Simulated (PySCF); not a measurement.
Job file and geometry (Å, from GFN2-xTB) of a spin–spin coupling run on SMILES C1COC(=O)O1, C$_{3}$H$_{4}$O$_{3}$, PySCF, B3LYP/pcJ-1 indirect spin-spin coupling, non-relativistic, gas phase; density fitting, a coarse starting grid and PySCF grid level 2 are the driver's defaults:

```
{"job": {"kind": "j", "xc": "B3LYP", "basis": "pcJ-1"}, "charge": 0, "multiplicity": 1}
O      2.683467    -0.132170    -0.018693
C      1.500985    -0.073751    -0.013348
O      0.685360    -1.141801     0.037937
C     -0.669486    -0.737794     0.034596
C     -0.593508     0.801457    -0.030556
O      0.794358     1.069607    -0.057758
H     -1.147770    -1.100711     0.948246
H     -1.165868    -1.176038    -0.835299
H     -1.049644     1.210974    -0.935605
H     -1.029011     1.284881     0.847953
```

Problem. Write the output of this run.

Solution. 
```
coarse grid: 9000 points
cycle   1  E = -342.1313303537  dE =  1.242e+00  |g| = 1.080e+00  |ddm| = 2.698e+00
cycle   2  E = -341.6409964436  dE =  4.903e-01  |g| = 1.981e+00  |ddm| = 1.621e+00
cycle   3  E = -342.3097686594  dE = -6.688e-01  |g| = 3.395e-01  |ddm| = 1.199e+00
cycle   4  E = -342.3286785665  dE = -1.891e-02  |g| = 1.080e-01  |ddm| = 2.455e-01
cycle   5  E = -342.3304555805  dE = -1.777e-03  |g| = 1.712e-02  |ddm| = 5.179e-02
cycle   6  E = -342.3305159996  dE = -6.042e-05  |g| = 5.750e-03  |ddm| = 1.412e-02
cycle   7  E = -342.3305221653  dE = -6.166e-06  |g| = 1.234e-03  |ddm| = 3.527e-03
final grid: 88736 points
cycle   8  E = -342.4087321272  dE = -1.651e-04  |g| = 8.105e-03  |ddm| = 1.529e-02
cycle   9  E = -342.4087165780  dE =  1.555e-05  |g| = 1.190e-02  |ddm| = 1.059e-02
cycle  10  E = -342.4087420003  dE = -2.542e-05  |g| = 2.088e-03  |ddm| = 7.123e-03
cycle  11  E = -342.4087425660  dE = -5.658e-07  |g| = 1.016e-03  |ddm| = 1.518e-03
cycle  12  E = -342.4087427412  dE = -1.752e-07  |g| = 1.725e-04  |ddm| = 5.838e-04
cycle  13  E = -342.4087427466  dE = -5.450e-09  |g| = 1.909e-05  |ddm| = 1.069e-04
cycle  14  E = -342.4087427467  dE = -6.457e-11  |g| = 8.015e-06  |ddm| = 1.949e-05
converged SCF energy = -342.4087427467

Indirect spin-spin couplings (Hz)
  i      j    bonds     total        FC       PSO       DSO        SD
  0 O    1 C    1     20.971    12.307     8.802    -0.138         -
  0 O    3 C    3      0.389     0.146     0.162     0.082         -
  0 O    4 C    3      0.389     0.145     0.162     0.082         -
  1 C    2 O    1     29.162    23.760     5.609    -0.206         -
  1 C    3 C    2      2.057     2.297    -0.263     0.022         -
  1 C    4 C    2      2.051     2.291    -0.262     0.022         -
  1 C    5 O    1     29.164    23.761     5.609    -0.206         -
  1 C    6 H    3      3.163     3.260     0.236    -0.333         -
  1 C    7 H    3      3.173     3.271     0.237    -0.335         -
  1 C    8 H    3      3.201     3.298     0.238    -0.336         -
  1 C    9 H    3      3.133     3.231     0.235    -0.332         -
  2 O    3 C    1     22.957    23.700    -0.604    -0.139         -
  2 O    4 C    2     -0.733    -0.966     0.235    -0.003         -
  2 O    6 H    2     -8.246    -7.823    -0.476     0.053         -
  2 O    7 H    2     -8.263    -7.840    -0.476     0.053         -
  2 O    8 H    3      0.144     0.188    -0.264     0.220         -
  2 O    9 H    3      0.142     0.187    -0.265     0.220         -
  3 C    4 C    1     29.175    28.906     0.007     0.261         -
  3 C    5 O    2     -0.725    -0.957     0.235    -0.003         -
  3 C    6 H    1    157.902   157.062    -0.137     0.977         -
  3 C    7 H    1    157.924   157.084    -0.137     0.977         -
  3 C    8 H    2     -0.632    -0.579     0.033    -0.086         -
  3 C    9 H    2     -0.640    -0.586     0.032    -0.086         -
  4 C    5 O    1     22.960    23.702    -0.602    -0.139         -
  4 C    6 H    2     -0.623    -0.570     0.032    -0.086         -
  4 C    7 H    2     -0.618    -0.565     0.034    -0.087         -
  4 C    8 H    1    157.903   157.063    -0.137     0.977         -
  4 C    9 H    1    157.893   157.051    -0.136     0.978         -
  5 O    6 H    3      0.142     0.187    -0.265     0.220         -
  5 O    7 H    3      0.145     0.188    -0.264     0.220         -
  5 O    8 H    2     -8.280    -7.857    -0.477     0.053         -
  5 O    9 H    2     -8.239    -7.817    -0.476     0.054         -
  6 H    7 H    2     -8.516    -8.567     2.332    -2.281         -
  6 H    8 H    3      7.092     7.222     1.998    -2.128         -
  6 H    9 H    3     11.699    11.727    -0.432     0.404         -
  7 H    8 H    3     11.678    11.706    -0.428     0.400         -
  7 H    9 H    3      7.143     7.272     2.002    -2.131         -
  8 H    9 H    2     -8.517    -8.568     2.333    -2.282         -
```

Size and cost of the density-fitted run: 202 basis functions, 24 s wall time on 1 thread of an x86-64 server CPU, shared host.
